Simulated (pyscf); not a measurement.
HO–Mo(OH)(F)–F [singlet] → O=Mo(=O)(F)–F + hydrogen (H₂), an elimination (singlet surface; H–O, H–O broken, H–H formed). Single points on ωB97X-D3(BJ)/def2-SVP structures (PySCF, gas phase). Energies in eV from the reactant's lowest minimum found.

AM1 to PM7: differences of heats of formation from MOPAC, which are fitted to 298 K values and so differ in kind from electronic energies by zero-point and thermal terms. 

Task: Quick AM1 single points give ΔE‡ = 1.70 eV and ΔE = -0.96 eV. What does ωB97M-D3(BJ)/def2-TZVP give, and how far is the quick result from it?

Result: ωB97M-D3(BJ)/def2-TZVP gives ΔE‡ = 1.63 eV and ΔE = -0.50 eV. AM1 lies 0.06 eV over it in the barrier and 0.46 eV under it in the reaction energy, so on this step it does not hold to within 0.13 eV. ωB97M-D3(BJ)/def2-TZVP has limits of its own. On the reactant side the descent ends in a point that may be a rotor saddle (no frequency run), 0.12 eV over the lowest minimum found and 1.45 eV under the saddle at ωB97X-D3(BJ)/def2-TZVP. The other spin state of HO–Mo(OH)(F)–F [singlet] is not in these data. One saddle was located; it need not be the lowest between these sides. A restricted singlet here is unstable towards spin polarisation, as is usual where a triplet lies low; its energy is less safe. In the def2 sets elements past Kr carry core potentials, without spin-orbit coupling.
